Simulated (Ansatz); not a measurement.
# Ruthenium, hcp: convergence with cold smearing

Computed with Ansatz, PBE, scalar-relativistic PAW, on the relaxed cell (a = 2.724 Å, c = 4.289 Å (c/a = 1.575); spin not included). Errors count from a run at 420 eV on a Γ-centred 22×22×12 mesh with Fermi-Dirac smearing of 0.1 eV, extrapolated to zero width. Fixed here: cutoff 420 eV, mesh 13×13×7. The SCF starts from atomic densities corrected by a trained network.

```csv
width (eV),E(σ→0) error (meV/atom),F error (meV/atom),P (GPa),SCF iterations
0.01,4.3,4.3,-0.26,6
0.03,4.4,4.4,-0.25,5
0.1,4.3,4.6,-0.28,6
0.2,5.1,4.5,-0.20,5
0.3,4.5,3.6,-0.18,5
0.6,-0.4,5.2,-0.41,5
1.0,-3.5,33.4,-1.37,5
```
